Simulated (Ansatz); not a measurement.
# How far each method lies from full CI for [H···H···Cl], doublet

Geometry: a point of a hydrogen-transfer path between rigid fragments, not a stationary point.

```
atom   x (Å)   y (Å)    z (Å)
   H  0.0000  0.0000  -1.1410
   H  0.0000  0.0000  -0.3960
  Cl  0.0000  0.0000   1.5370
```

Basis 6-31G; Ansatz 0.2.0. Only valence electrons are correlated (noble-gas cores frozen), which leaves 9 electrons in 12 orbitals. Prefix R: restricted or restricted open-shell reference; prefix U: unrestricted. Active spaces: pair = (3e, 3o) about the gap; valence = (9e, 6o) chosen from the atoms' valence shells.

Full CI is exact within this basis and frozen core; it isn't the basis-set limit. The frozen core follows each run's orbitals, which can shift R against U totals by a few meV.

For open shells CISD and CISDTQ are restricted-active-space CI with the open shells as a complete middle space.

* UHF ⟨S²⟩: 0.756
* T1 diagnostic (RCCSD): 0.0143
* largest doubles amplitude (RCCSD): 0.055
* T1 diagnostic (UCCSD): 0.0083

```tsv
level	E − E(full CI) (kJ/mol)	share of correlation (%)	wall time
RHF	156.8	0.00	–
UHF	152.9	2.47	–
RMP2	36.9	76.49	–
UMP2	35.8	77.17	–
CISD	4.8	96.93	0.24 s
RCCSD	1.3	99.19	–
UCCSD	1.2	99.22	–
RCCSD(T)	0.2	99.87	0.54 s
UCCSD(T)	0.2	99.87	0.51 s
BCCD(T)	0.2	99.85	0.6 s
RCCSDT	0.0	100.01	–
UCCSDT	0.0	100.02	–
CISDTQ	0.1	99.94	0.99 s
RCCSDT(Q)	0.0	100.00	2.9 s
UCCSDT(Q)	0.0	100.01	2.5 s
RCCSDTQ	0.0	99.99	15 s
UCCSDTQ	0.0	100.00	16 s
CASSCF (pair space)	105.5	32.71	–
NEVPT2 (pair space)	23.2	85.22	0.24 s
MRCISD (pair space)	3.9	97.53	–
MRCISD+Q (pair space)	1.8	98.83	0.36 s
CASSCF (valence space)	104.0	33.68	–
NEVPT2 (valence space)	34.1	78.23	0.24 s
MRCISD (valence space)	3.7	97.64	–
MRCISD+Q (valence space)	1.7	98.89	0.54 s
```

The correlation energy at full CI, counted from RHF, is -1.625 eV. That run took 1.4 s on 1 thread of Arm Neoverse V1, shared host over 97,616 determinants.

Times hold each run's SCF and search for its determinant on a shared host, so for small cases they say little of a method's own cost; they ran on 1 thread of Arm Neoverse V1.

The full-CI state has the irrep A1 of C2v, in the program's axes (one component, if the state is degenerate).

Natural occupations of full CI about the gap: 1.992 1.989 1.989 1.970 0.998 0.024 0.010 0.010 0.007 0.005; effectively unpaired electrons, Σ n²(2−n)², 1.01.
